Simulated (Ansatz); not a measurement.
Density of states of CrB₄ (Immm, a = 2.849 Å, b = 4.732 Å, c = 5.460 Å, α = 90.00°, β = 90.00°, γ = 90.00°), in states per eV and primitive cell, averaged over bins of 0.4 eV. Computed with Ansatz 0.2.0, DFT r2SCAN, scalar-relativistic, plane waves, PAW.

Settings: cutoff 500 eV, Γ-centred mesh 14×14×14 on the computed 5-atom cell, Gaussian smearing of 0.10 eV; no spin polarisation.

The cell is relaxed at this level. The states (both spins) are summed by tetrahedra on a 21×21×21 mesh at the self-consistent density. Energies are bin centres; the table starts no lower than −8 eV and ends at 6 eV, or lower where the solved bands end.

It is a metal at this level.

```
E − E_F (eV) total Cr 3d B 2p B 2s Cr 3p
       -7.85   0.85   0.14  0.51  0.18   0.01
       -7.45   0.86   0.13  0.56  0.15   0.01
       -7.05   1.03   0.16  0.68  0.17   0.01
       -6.65   1.33   0.22  0.87  0.20   0.01
       -6.25   1.18   0.22  0.78  0.16   0.01
       -5.85   1.56   0.31  1.04  0.18   0.01
       -5.45   1.44   0.28  1.02  0.13   0.01
       -5.05   1.81   0.43  1.24  0.11   0.02
       -4.65   2.11   0.53  1.44  0.11   0.02
       -4.25   2.53   0.61  1.77  0.10   0.03
       -3.85   2.68   0.61  1.93  0.10   0.03
       -3.45   2.21   0.64  1.47  0.07   0.02
       -3.05   2.34   0.85  1.41  0.05   0.01
       -2.65   1.92   0.83  1.04  0.03   0.01
       -2.25   1.32   0.76  0.53  0.01   0.00
       -1.85   1.17   0.78  0.36  0.01   0.00
       -1.45   1.71   1.25  0.41  0.03   0.00
       -1.05   1.80   1.35  0.41  0.02   0.00
       -0.65   1.38   1.05  0.31  0.01   0.00
       -0.25   0.84   0.65  0.18  0.01   0.00
        0.15   0.46   0.27  0.18  0.01   0.00
        0.55   0.66   0.41  0.22  0.01   0.00
        0.95   0.97   0.63  0.30  0.02   0.00
        1.35   1.66   1.07  0.53  0.05   0.00
        1.75   1.90   1.16  0.66  0.06   0.00
        2.15   1.63   0.76  0.76  0.09   0.00
        2.55   2.43   1.19  1.02  0.19   0.00
        2.95   2.69   1.30  1.11  0.25   0.00
        3.35   3.28   1.51  1.39  0.33   0.00
        3.75   2.96   1.27  1.39  0.25   0.00
        4.15   1.01   0.45  0.45  0.09   0.00
        4.55   0.36   0.16  0.16  0.04   0.00
        4.95   0.07   0.03  0.04  0.01   0.00
        5.35   0.14   0.02  0.08  0.02   0.00
        5.75   0.62   0.11  0.34  0.11   0.00
```

The columns after the total are the main Löwdin projections on the occupied valence shells of the potentials; 1 other is left out. The rest of the total lies in those, in shells that are empty in the free atom, which aren't projected, and between the atoms.

A ferromagnetic start lost its moments in a first run, so spin was left out; other magnetic orders weren't tried.

Cost: 1 run of about 3.1 core-minutes, on Arm Neoverse V1 (shared hosts).